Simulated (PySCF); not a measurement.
From one molecule to another.

First species: C₄H₃N.
InChI=1S/C4H3N/c5-3-4-1-2-4/h1-2,4H

Second species: C₄H₃N.
SMILES: `C#C[C@@H]1C=N1`

Levels: wB97X-D/def2-SVPD for dipole moment, HOMO energy, LUMO energy, HOMO–LUMO gap, static isotropic polarisability and electronic spatial extent ⟨r²⟩ about the centre of nuclear charge; TDDFT wB97X-D/def2-SVPD for lowest singlet excitation; TDA wB97X-D/def2-SVPD for lowest triplet excitation (Tamm–Dancoff); GFN2-xTB for rotational constant A and rotational constant C. Geometries: GFN2-xTB. All species are isolated and taken at one optimised geometry, non-relativistic unless stated; the electronic structure was computed with PySCF and density fitting.

Values for the first species:

| Quantity | Value |
| --- | --- |
| Dipole moment | 4.58 D |
| HOMO energy | -10.47 eV |
| LUMO energy | 0.93 eV |
| HOMO–LUMO gap | 11.40 eV |
| Lowest singlet excitation | 6.35 eV |
| Lowest triplet excitation (Tamm–Dancoff) | 4.47 eV |
| Static isotropic polarisability | 46.4 au |
| Electronic spatial extent ⟨r²⟩ about the centre of nuclear charge | 369 bohr² |
| Rotational constant A | 19.948 GHz |
| Rotational constant C | 3.495 GHz |

Estimate the same properties for the second species, and the change in each.

```tsv
property	first	second	second less first
dipole moment	4.58 D	2.27 D	-2.31 D
HOMO energy	-10.47 eV	-9.21 eV	+1.26 eV
LUMO energy	0.93 eV	0.88 eV	-0.05 eV
HOMO–LUMO gap	11.40 eV	10.09 eV	-1.31 eV
lowest singlet excitation	6.35 eV	4.88 eV	-1.47 eV
lowest triplet excitation (Tamm–Dancoff)	4.47 eV	4.28 eV	-0.19 eV
static isotropic polarisability	46.4 au	49.0 au	+2.6 au
electronic spatial extent ⟨r²⟩ about the centre of nuclear charge	369 bohr²	374 bohr²	+5 bohr²
rotational constant A	19.948 GHz	22.197 GHz	+2.249 GHz
rotational constant C	3.495 GHz	3.468 GHz	-0.027 GHz
```

On the first: No computed singlet falls in the visible range (750 to 380 nm, 1.65 to 3.26 eV); S1 lies 3.09 eV above its blue end. S1 lies 5.05 eV below the HOMO–LUMO gap; its leading configuration is HOMO→LUMO, weight 0.91.

On the second: S1 lies 5.21 eV below the HOMO–LUMO gap; its leading configuration is HOMO→LUMO, weight 0.88. The vertical singlet–triplet gap S1 − T1 is 0.60 eV (TDDFT singlet less Tamm–Dancoff triplet; S1: HOMO→LUMO, weight 0.88; T1: HOMO→LUMO, weight 0.83).
